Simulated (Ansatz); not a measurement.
Coupled-cluster run, C₇H₈O, SMILES `Cc1ccccc1O`.

```yaml
crystal:
  periodic: [false, false, false]
  atoms:
    - {symbol: C, position_ang: [1.096852, -1.874173, 0.392231]}
    - {symbol: C, position_ang: [0.479096, -0.556823, 0.050820]}
    - {symbol: C, position_ang: [1.148737, 0.406972, -0.689497]}
    - {symbol: C, position_ang: [0.567619, 1.628384, -1.002307]}
    - {symbol: C, position_ang: [-0.717830, 1.900299, -0.566758]}
    - {symbol: C, position_ang: [-1.410909, 0.955254, 0.174359]}
    - {symbol: C, position_ang: [-0.817192, -0.260847, 0.479760]}
    - {symbol: O, position_ang: [-1.458355, -1.216607, 1.203371]}
    - {symbol: H, position_ang: [1.148229, -2.018195, 1.474812]}
    - {symbol: H, position_ang: [2.106189, -1.944903, -0.014627]}
    - {symbol: H, position_ang: [0.504291, -2.703279, -0.003793]}
    - {symbol: H, position_ang: [2.156453, 0.189351, -1.028824]}
    - {symbol: H, position_ang: [1.117186, 2.360190, -1.581807]}
    - {symbol: H, position_ang: [-1.188664, 2.848097, -0.800568]}
    - {symbol: H, position_ang: [-2.420408, 1.161999, 0.519008]}
    - {symbol: H, position_ang: [-2.334293, -0.898521, 1.437924]}
basis:
  gaussian: {orbitals: def2-TZVPP}
correlation: {method: ccsd_t}
output: {orbitals: {seedname: orbitals}}
```

```sh
$ ansatz run in.yaml --threads 2 --pin off --events-out ev --progress --plain --max-ram 32768MiB --backend cuda --devices 0, --max-vram 18GiB
```

Log, shortened:

```
Functional definition: HF
  name "HF"
  cite "Fock, Z. Phys. 61, 126 (1930) doi:10.1007/BF01340294"
  parent pbe
  exchange = exact_x
  correlation = 0
2177 factors; integrals over basis functions are off by at most 1.1e-3 eV
mean field evaluation 1: about -9374.5626 eV, gradient 4.6e1 eV
mean field evaluation 2: about -9375.0194 eV, gradient 4.6e1 eV
mean field evaluation 4: about -9380.5273 eV, gradient 5.1e0 eV
mean field evaluation 8: about -9380.6083 eV, gradient 3.0e-1 eV
mean field -9380.60866663 eV, -344.7310100938 hartree, gradient 2.0e-6 eV, S^2 0.000000; 0 other end points of the search recorded, 0 dependent functions left out; unrestricted orbitals would lower it
8 core orbitals not correlated: weight in the atoms' cores, before any rotation towards them, 1.000 or more for the frozen orbitals, at most 0.000 for the correlated occupied ones
reference -9380.60866663 eV, -344.7310100938 hartree; 21, 21 occupied and 331, 331 virtual orbitals, 2177 factors
second order -36.96718103 eV of doubles, -0.00000000 eV of singles
cycle   1  -36.65165553 eV  change    3.2e-1 eV  update   1.4e-1
cycle   2  -37.58505130 eV  change   -9.3e-1 eV  update   4.3e-2
cycle   3  -37.78695266 eV  change   -2.0e-1 eV  update   1.9e-2
cycle   4  -37.77895584 eV  change    8.0e-3 eV  update   5.4e-3
cycle   5  -37.77748891 eV  change    1.5e-3 eV  update   2.6e-3
cycle   6  -37.77908334 eV  change   -1.6e-3 eV  update   7.2e-4
cycle   7  -37.77884447 eV  change    2.4e-4 eV  update   2.5e-4
cycle   8  -37.77871936 eV  change    1.3e-4 eV  update   9.3e-5
cycle   9  -37.77874258 eV  change   -2.3e-5 eV  update   3.7e-5
perturbative correction -1.87385574 eV, -0.0688629282 hartree
Total energy: -9420.26126495 eV, -346.1882162044 hartree
```

Run time 25 s (2 threads of an AMD EPYC 7R13 on a shared host and a share of an NVIDIA H100 80 GB); peak host memory 0.86 GiB.

MP2 recovers 93.2 % of the CCSD(T) correlation energy and the triples give 4.7 %; T1 = 0.0109.
